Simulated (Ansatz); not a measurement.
Consider the substitution at a C–O bond: `OC1(F)COC1` + HCl → `FC1(Cl)COC1` + H₂O.

Computed with Ansatz on PBE0-D4/def2-TZVP structures; ΔE is electronic, products minus reactants. CCSD(T)/CBS adds triple-zeta CCSD(T) − MP2 to the extrapolated MP2 energy (def2 sets, frozen cores). This one scheme is used for every species. DFT in def2-TZVPP. B3LYP here is the variant with VWN-RPA as its local correlation; programs differ in this. Each species was taken in one conformer, which may not be the lowest.

```
             level  ΔE (kJ/mol)  difference from CCSD(T)/CBS
            PBE-D4         -0.7                         -0.2
         r2SCAN-D4          4.7                          5.2
           PBE0-D4          3.5                          4.0
          B3LYP-D4          3.0                          3.5
           ωB97X-V          6.6                          7.1
           ωB97M-V          4.9                          5.4
            B2PLYP          4.4                          4.9
               PBE          1.4                          1.9
            r2SCAN          5.1                          5.6
              PBE0          5.4                          5.9
             B3LYP          6.6                          7.1
     HF/def2-TZVPP         19.2                         19.7
    MP2/def2-TZVPP         -1.2                         -0.7
SCS-MP2/def2-TZVPP          2.3                          2.8
   CCSD/def2-TZVPP          9.1                          9.6
CCSD(T)/def2-TZVPP          6.3                          6.8
     HF/def2-QZVPP         18.6                         19.1
    MP2/def2-QZVPP         -5.2                         -4.7
SCS-MP2/def2-QZVPP         -1.5                         -1.0
      HF/CBS(def2)         18.6                         19.1
     MP2/CBS(def2)         -7.9                         -7.4
    CCSD/CBS(def2)          2.4                          2.9
       CCSD(T)/CBS         -0.5                            0
```

Largest T1 diagnostic among the species: 0.011.

In def2-TZVPP, CCSD(T) changes the Hartree–Fock value by −12.9 kJ/mol (the triples alone add −2.9 kJ/mol) and MP2 by −20.4 kJ/mol. The D4 term adds −3.6 kJ/mol with B3LYP and −1.9 kJ/mol with PBE0; it sums over pairs of atoms, weighted by their polarisabilities, and B3LYP, whose exchange is more repulsive, gets the larger term.
